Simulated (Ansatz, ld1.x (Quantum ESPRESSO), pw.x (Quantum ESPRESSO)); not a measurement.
# pw.x on fcc Zn: one setting changed

Potential: PAW, ld1.x (Quantum ESPRESSO) 7.5, LDA (PW92); core [Ne], reference 3s2 3p6 3d10 4s2 4p0; waves: 3s (bound): rcut 0.90, rcutus 1.00 bohr; 4s (bound): rcut 0.90, rcutus 1.00 bohr; 3p (bound): rcut 1.05, rcutus 1.40 bohr; 4p (bound, empty): rcut 1.05, rcutus 1.40 bohr; 3d (bound): rcut 1.45, rcutus 1.70 bohr; 3d channel at 3.3 Ry: rcut 1.45, rcutus 1.70 bohr; local part: all-electron potential smoothed inside 1.55 bohr (lloc = -1); core correction: Bessel-smoothed model core inside 0.55 bohr; augmentation: PSQ, inside the norm-conserving radii.

The reference run (k-mesh 15³, cutoffs 135/900 Ry, Fermi–Dirac 0.01 Ry, mixing_beta 0.4, conv_thr 1e-9, no spin) gives 0.74 GPa at 13.534 Å³/atom, where all-electron LAPW gives -0.06 GPa. This run, with its own iteration cap, changes smearing to mp.

```
&control
  calculation='scf', prefix='x', pseudo_dir='./', outdir='./tmp', tstress=.true., disk_io='none'
/
&system
  ibrav=0, nat=1, ntyp=1, ecutwfc=135, ecutrho=900, nbnd=18,
  occupations='smearing', smearing='mp', degauss=0.01
/
&electrons
  conv_thr=1e-09, mixing_beta=0.4, electron_maxstep=60
/
ATOMIC_SPECIES
Zn 1.0 Zn.UPF
CELL_PARAMETERS angstrom
  0.00000000 1.89146681 1.89146681
  1.89146681 0.00000000 1.89146681
  1.89146681 1.89146681 0.00000000
ATOMIC_POSITIONS crystal
Zn 0.0000 0.0000 0.0000
K_POINTS automatic
15 15 15 0 0 0
```

```bash
pw.x < Zn.scf.in > Zn.scf.out
```

Question: How does the run end?

Answer: It converges in 20 iterations; the free energy moves by +9.0 meV/atom and the pressure by +0.02 GPa. This scheme is built to cancel the term in the square of the width that Fermi–Dirac smearing leaves in the F of a metal.

```
Message from routine setup:
     using ibrav=0 with symmetry is DISCOURAGED, use correct ibrav instead
     lattice parameter (alat)  =       5.0549  a.u.
     unit-cell volume          =      91.3320 (a.u.)^3
     number of electrons       =        20.00
     number of Kohn-Sham states=           18
     kinetic-energy cutoff     =     135.0000  Ry
     charge density cutoff     =     900.0000  Ry
     scf convergence threshold =      1.0E-09
     Exchange-correlation= SLA  PW   NOGX NOGC
     number of k points=   120  Methfessel-Paxton smearing, width (Ry)=  0.0100
     iteration #  1     ecut=   135.00 Ry     beta= 0.40
     total energy              =    -544.52941869 Ry
     estimated scf accuracy    <       0.11465801 Ry
     iteration #  2     ecut=   135.00 Ry     beta= 0.40
     total energy              =    -544.53901888 Ry
     estimated scf accuracy    <       0.01200669 Ry
     iteration #  3     ecut=   135.00 Ry     beta= 0.40
     total energy              =    -544.54067841 Ry
     estimated scf accuracy    <       0.00902237 Ry
     [... 14 iterations left out ...]
     iteration # 18     ecut=   135.00 Ry     beta= 0.40
     total energy              =    -544.54086843 Ry
     estimated scf accuracy    <       0.00000019 Ry
     iteration # 19     ecut=   135.00 Ry     beta= 0.40
     total energy              =    -544.54086843 Ry
     estimated scf accuracy    <          1.6E-09 Ry
     iteration # 20     ecut=   135.00 Ry     beta= 0.40
     the Fermi energy is    15.5477 ev
!    total energy              =    -544.54086843 Ry
     estimated scf accuracy    <          4.6E-10 Ry
     smearing contrib. (-TS)   =      -0.00003744 Ry
     The total energy is F=E-TS. E is the sum of the following terms:
     one-electron contribution =    -323.04967235 Ry
     hartree contribution      =     168.23184784 Ry
     xc contribution           =     -47.23107172 Ry
     ewald contribution        =    -256.54211979 Ry
     one-center paw contrib.   =     -85.94981497 Ry
     convergence has been achieved in  20 iterations
          total   stress  (Ry/bohr**3)                   (kbar)     P=        7.60
     Message from routine punch:
     Nothing written, as per user request (disk_io='none')
```

The run took about 2.3 min on one core of a shared host (Neoverse-V2, 192 threads, 742 GiB, load 50).
